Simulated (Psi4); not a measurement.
Reaction (SMILES): S (H2S) → [SH-] + H+
B3LYP-D3(BJ)/def2-TZVP geometries, fixed; electronic energies without zero-point terms.

Effect of the grid (radial, spherical points) at PBE/cc-pV(T+d)Z with Psi4, against the last row, where the deprotonation energy is 362.86 kcal/mol.

| setting | grid points, largest species | largest shift of a total energy (mEh) | shift of the deprotonation energy (kcal/mol) |
|---|---|---|---|
| grid: 35, 110 | 11265 | 1.059 | -0.028 |
| grid: 50, 194 | 28281 | 0.046 | -0.003 |
| grid: 75, 302 | 65175 | 0.002 | -0.001 |
| grid: 99, 590 | 167086 | 0.000 | 0.000 |
| grid: 150, 974 | 417178 | 0.000 | 0.000 |

Within 0.02 kcal/mol in the deprotonation energy: grid: 50, 194; grid: 75, 302; grid: 99, 590. The largest shift is 1.059 mEh in a total energy and 0.028 kcal/mol in the difference.
